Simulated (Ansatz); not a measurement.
Results of PBE (Ansatz, a quantum-chemistry and plane-wave program, plane waves, PAW) for trigonal Se.

Settings: plane-wave cutoff 520 eV, 12×12×8 k mesh (along the axes of the cell as run), Fermi–Dirac smearing 0.01 eV, scalar-relativistic PAW data made under PBE.

Starting structure:

```xyz
3
Lattice="4.3700 0.0000 0.0000 -2.1850 3.7845 0.0000 0.0000 0.0000 4.9500" Properties=species:S:1:pos:R:3 pbc="T T T"
Se    -0.4916     0.8515     3.3000
Se     1.6934     2.9330     0.0000
Se     0.9833     0.0000     1.6500
```

**Question.** Into what structure does the relaxation of cell and atoms lead at this level, with the symmetry of the start kept?

**Answer.** The volume grows by 9.4 %; final space group P3_121.
```xyz
3
Lattice="4.5280 0.0000 0.0000 -2.2640 3.9214 0.0000 0.0000 0.0000 5.0430" Properties=species:S:1:pos:R:3 pbc="T T T"
Se    -0.4946     0.8568     3.3620
Se     1.7694     3.0646     0.0000
Se     0.9893     0.0000     1.6810
```

Note: the cell comes from a level without a dispersion term, which matters for the spacing of layers, chains or molecules.
